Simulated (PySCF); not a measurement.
**HPO (PHO): electronic excitations and core binding energies**

Aim: predict the electronic excitations and core binding energies of HPO (PHO) (`O=P`).

The runs use PySCF 2.14.0, with density-fitted response routines of our own; the level of theory stands in each step. All values are computed, except where a source is named. Atoms are numbered from 0 throughout.

### Step 1. Starting geometry

3 atoms, charge 0, multiplicity 1; geometry from: GFN2-xTB.

Bonds of the start (Å): O0–P1 1.46, P1–H2 1.47.

### Step 2. Excited states and response: wB97X-D/def2-SVPD

The job: settings as JSON, then the geometry in Å.

```
{"job": {"kind": "uv", "xc": "wB97X-D", "basis": "def2-SVPD", "nstates": 8, "ntriplets": 3}, "charge": 0, "multiplicity": 1}
O      1.190839     0.010564    -0.003538
P     -0.147900     0.581329    -0.010657
H     -1.031459    -0.594431     0.001641
```

Method: TDDFT wB97X-D/def2-SVPD, vertical, gas phase, core orbitals frozen in the response.

**Question.** This job is followed by: delta-SCF UKS SCAN, pcX-2 on the ionised atom, pcseg-1 elsewhere, spin-free X2C. Predict these results of the whole session: lowest singlet (wB97X-D/def2-SVPD); brightest single state of those computed; lowest triplet; O1s binding energies, SCAN/pcX-2; P1s binding energies, SCAN/pcX-2; P2p binding energies, SCAN/pcX-2.

The runs gave:

| quantity | value |
| --- | --- |
| lowest singlet (wB97X-D/def2-SVPD) | 2.48 eV (499 nm), f = 0.003 |
| brightest single state of those computed | state 6, 7.59 eV, f = 0.141 |
| lowest triplet | 1.65 eV |
| O1s binding energies, SCAN/pcX-2 | O0 538.41 eV |
| P1s binding energies, SCAN/pcX-2 | P1 2153.00 eV |
| P2p binding energies, SCAN/pcX-2 | P1 139.51 eV |

The first singlet state (HOMO→LUMO 0.99) lies at 2.48 eV and is weak; of the 8 states computed, the strongest absorption comes from state 6 at 7.59 eV. The lowest triplet lies 0.84 eV below the lowest singlet (triplets in Tamm-Dancoff, singlets in full TDDFT).
